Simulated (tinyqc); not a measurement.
Inside a calculation. Method: CCSD on RHF in the sto-6g basis, frozen core, for NH3, spin multiplicity 1. One step of it, computed by the program tinyqc.

Task: Orthogonalisation. S = U s U^T; symmetric (Loewdin) form X = U s^(-1/2) U^T, so that X^T S X = 1.

overlap S, order 1N 1s, 1N 2s, 1N 2px, 1N 2py, 1N 2pz, 2H 1s, 3H 1s, 4H 1s:
```
[[1.000000, 0.229416, 0.000000, 0.000000, 0.000000, 0.044029, 0.044006, 0.044006],
 [0.229416, 1.000000, 0.000000, 0.000000, 0.000000, 0.414650, 0.414523, 0.414523],
 [0.000000, 0.000000, 1.000000, 0.000000, 0.000000, 0.359890, -0.179870, -0.179870],
 [0.000000, 0.000000, 0.000000, 1.000000, 0.000000, 0.000000, 0.311639, -0.311639],
 [0.000000, 0.000000, 0.000000, 0.000000, 1.000000, -0.148429, -0.148367, -0.148367],
 [0.044029, 0.414650, 0.359890, 0.000000, -0.148429, 1.000000, 0.154449, 0.154449],
 [0.044006, 0.414523, -0.179870, 0.311639, -0.148367, 0.154449, 1.000000, 0.154347],
 [0.044006, 0.414523, -0.179870, -0.311639, -0.148367, 0.154449, 0.154347, 1.000000]]
```

Give: eigenvalues of S; X.

Result:

eigenvalues of S: [0.3532, 0.4753, 0.4754, 0.9167, 1.0663, 1.3702, 1.3703, 1.9726]

X, order 1N 1s, 1N 2s, 1N 2px, 1N 2py, 1N 2pz, 2H 1s, 3H 1s, 4H 1s:
```
[[1.0230, -0.1414, 0.0000, 0.0000, 0.0079, 0.0186, 0.0186, 0.0186],
 [-0.1414, 1.2666, 0.0001, 0.0000, -0.0863, -0.2480, -0.2479, -0.2479],
 [0.0000, 0.0001, 1.1009, 0.0000, 0.0000, -0.2398, 0.1198, 0.1198],
 [0.0000, 0.0000, 0.0000, 1.1009, 0.0000, 0.0000, -0.2076, 0.2076],
 [0.0079, -0.0863, 0.0000, 0.0000, 1.0303, 0.0873, 0.0873, 0.0873],
 [0.0186, -0.2480, -0.2398, 0.0000, 0.0873, 1.1651, -0.0388, -0.0388],
 [0.0186, -0.2479, 0.1198, -0.2076, 0.0873, -0.0388, 1.1650, -0.0387],
 [0.0186, -0.2479, 0.1198, 0.2076, 0.0873, -0.0388, -0.0387, 1.1650]]
```
